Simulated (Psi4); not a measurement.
# HO2 (hydroperoxy) at UB3LYP/def2-TZVPPD

Aim: the vertical electron affinity of HO2 (hydroperoxy) at UB3LYP/def2-TZVPPD, from 2 runs. 

The calculation is run with Psi4 1.11.

1 further run of the same task is left out (set aside as unsound or not needed).

## 1. Starting point

HO2 has 3 atoms, charge 0, and is taken as a doublet. SMILES: `[O]O`. The coordinates come from a PBE0-D4/def2-TZVP relaxation.

Bond lengths: O1–O2 1.309 Å, O2–H3 0.975 Å. Angles: O1–O2–H3 105.8°.

## 2. The energy at UB3LYP/def2-TZVPPD

job.inp reads:

```
memory 2.2 GB

molecule molecule1 {
  0 2
  O     -0.355150     0.941950    -0.088650
  O     -0.244540    -0.359400    -0.172440
  H      0.599690    -0.582550     0.261090
  symmetry c1
}

set basis def2-TZVPPD
set reference uks
set puream true
set e_convergence 1e-09
set d_convergence 1e-08
set scf_type pk
set dft_radial_points 99
set dft_spherical_points 590
set maxiter 100

e, wfn = energy('b3lyp', return_wfn=True)
oeprop(wfn, 'DIPOLE', 'QUADRUPOLE', 'MULLIKEN_CHARGES')
```

The run is started by

```console
$ psi4 -i job.inp -o job.out -n 1
```

job.out:

```text
[...]
  Running in c1 symmetry.
[...]
  Nuclear repulsion =   32.530556905833272
[...]
  Multiplicity = 2
[...]
  Nalpha       = 9
  Nbeta        = 8
[...]
    Number of basis functions: 97
[...]
   @UKS iter   1:  -150.91923819278159   -3.42182e-01   4.09587e-03 DIIS/ADIIS
[...]
   @UKS iter  12:  -150.97893574530920   -2.10321e-12   4.69473e-09 DIIS
[...]
   @S^2 Observed:                7.541300841E-01
[...]
    Orbital Energies [Eh]
    ---------------------
    Alpha Occupied:
       1A    -19.264555     2A    -19.221235     3A     -1.221619
       4A     -0.882887     5A     -0.580503     6A     -0.513843
       7A     -0.497886     8A     -0.313872     9A     -0.308699
    Alpha Virtual:
      10A     -0.016704    11A      0.033396    12A      0.068096
      13A      0.068341    14A      0.106880    15A      0.116049
      16A      0.119550    17A      0.120146    18A      0.158919
      19A      0.185023    20A      0.233867    21A      0.255599
      22A      0.263878    23A      0.375282    24A      0.391070
      25A      0.394781    26A      0.444206    27A      0.452520
[...]
  @UKS Final Energy:  -150.97893574530920
   => Energetics <=
    Nuclear Repulsion Energy =             32.5305569058332722
    One-Electron Energy =                -271.8183886329967436
    Two-Electron Energy =                 102.4143054907612225
    DFT Exchange-Correlation Energy =     -14.1054095089069556
    Empirical Dispersion Energy =           0.0000000000000000
    VV10 Nonlocal Energy =                  0.0000000000000000
    Total Energy =                       -150.9789357453092009
[...]
 Multipole Moments:
 ------------------------------------------------------------------------------------
     Multipole            Electronic (a.u.)      Nuclear  (a.u.)        Total (a.u.)
 ------------------------------------------------------------------------------------
 L = 1.  Multiply by 2.5417464519 to convert [e a0] to [Debye]
 Dipole X            :         -0.2086170            0.8880226            0.6794055
 Dipole Y            :          0.2508583           -0.7976444           -0.5467861
 Dipole Z            :         -0.0000000           -0.0000000           -0.0000000
 Magnitude           :                                                    0.8721049
 L = 2.  Multiply by 1.3450342976 to convert [e a0^2] to [Debye ang]
 Quadrupole XX       :        -10.6285373            3.3040888           -7.3244485
 Quadrupole XY       :          2.7413979           -3.9949225           -1.2535245
[...]
  Mulliken Charges: (a.u.)
   Center  Symbol    Alpha    Beta     Spin     Total
       1     O     4.46052  3.72287  0.73765 -0.18338
       2     O     4.16088  3.89077  0.27011 -0.05164
       3     H     0.37860  0.38637 -0.00777  0.23503
   Total alpha =  9.00000, Total beta =  8.00000, Total charge = -0.00000
    Psi4 run time: 0:00:20.49
```

Run time: 24 s. Hardware: 1 thread of Intel Xeon at 2.50GHz (Skylake/Cascade Lake), shared host; peak memory 0.83 GiB.

## 3. The singlet anion: energy and forces at B3LYP/def2-TZVPPD

job.py reads:

```python
import psi4

psi4.set_memory('2200 MB')
psi4.set_num_threads(1)
psi4.set_output_file('psi4.out', False)

geom = psi4.geometry("""
-1 1
O     -0.355150     0.941950    -0.088650
O     -0.244540    -0.359400    -0.172440
H      0.599690    -0.582550     0.261090
symmetry c1
no_reorient
no_com
""")

psi4.set_options({
    'basis': 'def2-TZVPPD',
    'puream': True,
    'e_convergence': 1e-09,
    'd_convergence': 1e-08,
    'scf_type': 'pk',
    'dft_radial_points': 99,
    'dft_spherical_points': 590,
})

e_tot, wfn = psi4.gradient("b3lyp", molecule=geom, return_wfn=True)
psi4.oeprop(wfn, "MULLIKEN_CHARGES", "QUADRUPOLE", "WIBERG_LOWDIN_INDICES", title="B3LYP")
print('gradient / Eh bohr^-1')
print(e_tot.np.round(6))
print(f'energy = {wfn.energy():.10f} Eh')
```

The run is started by

```console
$ python job.py
```

psi4.out, shortened:

```text
[...]
  Running in c1 symmetry.
[...]
  Nuclear repulsion =   32.530556905833272
[...]
  Multiplicity = 1
[...]
  Nalpha       = 9
  Nbeta        = 9
[...]
    Number of basis functions: 97
[...]
   @RKS iter   1:  -150.71344429139521   -1.36388e-01   8.39894e-03 ADIIS/DIIS
[...]
   @RKS iter  12:  -150.99566091974316   -1.01181e-11   8.09785e-09 DIIS
[...]
  @RKS Final Energy:  -150.99566091974316
   => Energetics <=
    Nuclear Repulsion Energy =             32.5305569058332722
    One-Electron Energy =                -277.7367318020376388
    Two-Electron Energy =                 108.5672948267540932
    DFT Exchange-Correlation Energy =     -14.3567808502928802
    Empirical Dispersion Energy =           0.0000000000000000
    VV10 Nonlocal Energy =                  0.0000000000000000
    Total Energy =                       -150.9956609197431874
[...]
  -Total Gradient:
     Atom            X                  Y                   Z
    ------   -----------------  -----------------  -----------------
       1        0.013924545400    -0.127566228183    -0.006540963967
       2       -0.014844827994     0.123058068907     0.005543265891
       3        0.000919966453     0.004508190672     0.000997529965
[...]
 Multipole Moments:
 ------------------------------------------------------------------------------------
     Multipole            Electronic (a.u.)      Nuclear  (a.u.)        Total (a.u.)
 ------------------------------------------------------------------------------------
 L = 1.  Multiply by 2.5417464519 to convert [e a0] to [Debye]
 Dipole X            :          8.9669731           -7.9327490            1.0342240
 Dipole Y            :         -9.1137635            7.7060197           -1.4077439
 Dipole Z            :          3.8594481           -3.4537202            0.4057280
 Magnitude           :                                                    1.7933146
 L = 2.  Multiply by 1.3450342976 to convert [e a0^2] to [Debye ang]
 Quadrupole XX       :        -18.0936208            6.5960380          -11.4975828
 Quadrupole XY       :          8.7724849           -8.2938564            0.4786285
[...]
  Mulliken Charges: (a.u.)
   Center  Symbol    Alpha    Beta     Spin     Total
[...]
```

On the terminal:

```text
gradient / Eh bohr^-1
[[ 0.013925 -0.127566 -0.006541]
 [-0.014845  0.123058  0.005543]
 [ 0.00092   0.004508  0.000998]]
energy = -150.9956609197 Eh
```

Wall time 26 s (1 thread of Intel Xeon at 2.50GHz (Skylake/Cascade Lake), shared host); peak memory 0.83 GiB.

## 4. Results

Level: UB3LYP/def2-TZVPPD.

| quantity | value |
| --- | --- |
| doublet HO2: total energy | -150.97894 Eh |
| doublet HO2: dipole moment | 2.22 D |
| doublet HO2: HOMO energy (highest over α and β) | -7.89 eV |
| doublet HO2: LUMO energy (lowest over α and β) | -3.57 eV |
| doublet HO2: ⟨S²⟩ | 0.754 |
| singlet anion: total energy | -150.99566 Eh |
| singlet anion: HOMO energy | 2.32 eV |
| singlet anion: LUMO energy | 4.60 eV |
| singlet anion: HOMO–LUMO gap (to an unbound level, set by the basis) | 2.28 eV |
| singlet anion: largest force on an atom | 6.607 eV/Å |
| vertical electron affinity (to the singlet anion) | 0.455 eV |

**Reading.** At fixed nuclei the extra electron is bound by 0.46 eV (43.9 kJ/mol). Mulliken charges (doublet HO2) run from -0.18 on O1 to +0.24 on H3; in a basis this large or diffuse they mean little. Mulliken charges (singlet anion) run from -0.89 on O1 to +0.12 on H3; in a basis this large or diffuse they mean little. The HOMO (singlet anion) lies at positive energy, 2.32 eV; only total energies tell whether the electron is bound.
